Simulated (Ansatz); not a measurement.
A calculation with Ansatz (development build ahead of 0.2.0).

```yaml
crystal:
  periodic: [false, false, false]
  atoms:
    - { symbol: "N", position_ang: [0.0, 0.0, 0.0] }
    - { symbol: S, position_ang: [0.0, 0.0, 1.5687] }
basis:
  gaussian: { orbitals: def2-SVP }
magnetization:
  initial_magnetization: 1
hamiltonian:
  xc: hf
correlation:
  method: mp2
  frozen_orbitals: { "N": 1, S: 5 }
scf:
  omitted_lower_state_checks: [starts, atomic_configurations, cluster_reference, orbital_swaps, given_window_search, neighbouring_geometries, increment]
```

The input is written out in the form of the current development build from the run's settings. Correlation on restricted open-shell orbitals is semicanonical, with singles.

Results

| Quantity | Value |
| --- | --- |
| Converged | yes |
| Reference energy | -451.71341 hartree |
| Correlation energy | -0.28976 hartree |
| Total energy | -452.00316 hartree |
| Spin squared of the determinant | 0.750 |
| Stability test | minimum among restricted orbitals |
| Occupied orbitals by symmetry in an Abelian subgroup (alpha; beta) | 7 A1 3 B1 2 B2; 7 A1 2 B1 2 B2 |

Messages of the program:
```
mean field -12291.74796735 eV, -451.7134061541 hartree, gradient 2.3e-6 eV, S^2 0.750000; 0 other ends of a descent, 0 dependent functions left out
```

Caution: an unrestricted determinant lies well below.
